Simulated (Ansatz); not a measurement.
System: rock-salt MgS. Method: PBE (Ansatz, an electronic-structure program, PAW).

Settings: plane-wave cutoff 520 eV, 12×12×12 k mesh, perturbation theory, force constants from a 4×4×4 q mesh, scalar-relativistic PAW data made under PBE.

Computed at the level's own relaxed cell.

```
MgS
1.0
    0.00000     2.61485     2.61485
    2.61485     0.00000     2.61485
    2.61485     2.61485     0.00000
Mg S
1 1
Cartesian
  0.00000   0.00000   0.00000
  2.61485   2.61485   2.61485
```

Harmonic phonon frequencies (cm⁻¹; i marks an imaginary mode; at Γ without the LO shift):

```tsv
q point	frequencies
Γ	…
```

### Question
What belongs in the gaps?

### Answer

- Γ, frequencies: 0 0 0 224 224 224

With the long-range field the LO mode at Γ lies at 389 cm⁻¹.

Measured, for comparison: zone-centre TO phonon frequency 240 cm⁻¹ (temperature not stated, no zero-point or thermal correction; as tabulated in Chmeruk and Núñez-Valdez (2023), arXiv:2212.11645). Computed (rounded) less measured: zone-centre TO phonon frequency -7 %.
